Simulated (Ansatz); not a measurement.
## β-phase Ge (model structure) (like a known high-pressure phase)

All values below come from LDA (plane waves, PAW; Ansatz, a quantum-chemistry and plane-wave program).

Run with plane-wave cutoff 500 eV, 16×16×16 k mesh, Fermi–Dirac smearing 0.05 eV, scalar-relativistic PAW data made under PBE.

Cell (relaxed at this level):

```cif
data_Ge4
_chemical_formula_sum 'Ge4'
_space_group_name_H-M_alt 'I41/amd :1'
_space_group_IT_number 141
_space_group_name_Hall 'I 4bw 2bw -1bw'
_cell_length_a 5.08579
_cell_length_b 5.08579
_cell_length_c 2.77063
_cell_angle_alpha 90.000
_cell_angle_beta 90.000
_cell_angle_gamma 90.000
loop_
_atom_site_label
_atom_site_type_symbol
_atom_site_symmetry_multiplicity
_atom_site_Wyckoff_symbol
_atom_site_fract_x
_atom_site_fract_y
_atom_site_fract_z
_atom_site_occupancy
Ge1 Ge 4 a 0.00000 0.00000 0.00000 1
```
(The calculation used a cell of 2 atoms; values per cell refer to that cell.)

- band gap: none

Spin–orbit coupling is not included.

The computed numbers hold no vibrational or temperature effects.

A model structure was made by putting elements into a prototype or built by hand; it is no filed structure, need not be a known phase, and can be a saddle point held by its symmetry.
